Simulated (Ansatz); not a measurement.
Born–Oppenheimer molecular dynamics of FH4OSi (7 atoms, charge 0, multiplicity 2). It starts at the highest image of a converged band. Of that band: Neighbouring images differ by up to 1.2 eV, so the band resolves the path poorly. A vibrational analysis at the climbing image gives 2 clearly imaginary modes (2599i, 54i cm⁻¹): a point of higher order. A lower path may pass nearby, or the ends, which weren't checked, may share the extra mode.

The calculation used UHF/def2-SVP in Ansatz.

- ensemble: NVE (velocity Verlet)
- time step: 0.5 fs
- steps asked: 200
- starting velocities drawn for: 100 K
- seed: 11402

First frame:

```xyz
7
Properties=species:S:1:pos:R:3
Si -0.070 -0.006 0.060
H -0.194 0.066 1.720
F 1.471 -0.261 -0.342
H -0.507 1.271 -0.532
H -0.870 -1.142 -0.430
O -0.458 -0.060 2.939
H 0.237 -0.669 3.170
```

**Question.** How far do the bonds stretch over the last three quarters of this one trajectory? (Pairs bonded in most of those frames.)

**Answer.** 
```tsv
bond	mean (Å)	spread (Å)	shortest	longest
Si1–F3	1.617	0.007	1.60	1.63
Si1–H4	1.482	0.018	1.45	1.51
Si1–H5	1.479	0.008	1.46	1.49
H2–O6	0.994	0.114	0.81	1.16
O6–H7	0.952	0.024	0.90	1.01
```

Mean temperature of the second half: 1443 K. The conserved energy stayed within 3.2 meV per atom of its start (net change -2 meV per atom), so there is no drift, though single steps change it by up to 24 meV in the whole system, a sign of fast motions only just resolved. The kinetic energy rose, since the run started high on the potential surface and went downhill. It ends in pieces (FH2Si + H2O), so much of that is their flight and rotation, not heat. A run of 0.1 ps of so small a system gives no equilibrium averages.

The run took 97 s on 1 thread of Intel(R) Xeon(R) 6975P-C (Granite Rapids) (shared host), peak memory 0.14 GiB.
